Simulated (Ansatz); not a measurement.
```yaml
crystal:
  periodic: [false, false, false]
  atoms:
    - {symbol: Ta, position_ang: [0.000000, 0.000000, 0.000000]}
    - {symbol: N, position_ang: [0.000000, 0.000000, 2.160000]}
basis:
  gaussian: {orbitals: def2-TZVP}
magnetization: {spin_polarized: true, initial_magnetization: 4}
hamiltonian: {xc: pbe0}
relax: {f_tol: 0.004, max_steps: 80}
```

```sh
$ ansatz run in.yaml --threads 1 --pin off --events-out ev --progress --plain --max-ram 2176MiB
```

Steps of the relaxation (energy above the last step; positions in Å, forces in eV/Å):

```
2
step 1, 1307.1 meV
Ta    0.000    0.000    0.000    0.000    0.000    5.623
N     0.000    0.000    2.160    0.000    0.000   -5.623
```

```
2
step 2, 50.7 meV
Ta    0.000    0.000    0.195    0.000    0.000   -2.125
N     0.000    0.000    1.965    0.000    0.000    2.125
```

```
2
step 3, 3.9 meV
Ta    0.000    0.000    0.163    0.000    0.000    0.536
N     0.000    0.000    1.997    0.000    0.000   -0.536
```

```
2
step 5, 0.0 meV
Ta    0.000    0.000    0.170    0.000    0.000    0.000
N     0.000    0.000    1.990    0.000    0.000    0.000
```

Close pairs at the end: Ta1–N2 1.820 Å.

A stationary point of unrestricted PBE0 after 5 steps, with ⟨S²⟩ = 6.014 against 6.00 for a pure state. 27 s on 1 thread of Arm Neoverse V2, shared host.
